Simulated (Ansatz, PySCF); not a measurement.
This PySCF input computes a B3LYP/def2-TZVPD energy:

```python
from pyscf import gto, scf, dft

mol = gto.M(
    atom='''
    C    -0.14705728   -0.01302798    0.65292698
    F     0.01653730    1.14223575   -0.25159314
    F    -0.01718667   -1.12927050   -0.30451251
    H     0.88818797   -0.03851944    1.08738899
    ''',
    basis='def2-tzvpd',
    charge=-1,
    spin=0,
    verbose=4,
)

mf = dft.RKS(mol, xc='b3lyp').density_fit(auxbasis='def2-universal-jkfit')
mf.grids.level = 3
mf.conv_tol = 1e-9
mf.max_cycle = 100
mf.max_memory = 1500
mf.kernel()
if not mf.converged:
    mf = mf.newton()
    mf.kernel(mf.make_rdm1())
mf.analyze()
```

Q: Write an input for the same energy in Ansatz (an electronic-structure program) and say what it gives.

A: 
Ansatz 0.2 input:
```yaml
crystal:
  periodic: [false, false, false]
  atoms:
    - {symbol: C, position_ang: [-0.14705728, -0.01302798, 0.65292698]}
    - {symbol: F, position_ang: [0.01653730, 1.14223575, -0.25159314]}
    - {symbol: F, position_ang: [-0.01718667, -1.12927050, -0.30451251]}
    - {symbol: H, position_ang: [0.88818797, -0.03851944, 1.08738899]}
basis:
  gaussian:
    orbitals: def2-TZVPD
hamiltonian:
  xc: {name: B3LYP}
total_charge: -1
output: {forces: true}
```
It gives -238.45197 Eh, and PySCF -238.45201 Eh, a difference of 0.04 mEh, from the treatment of integrals and grids.

It need not be the lowest isomer of its formula. Whether it binds its extra electron was not tested at this geometry.
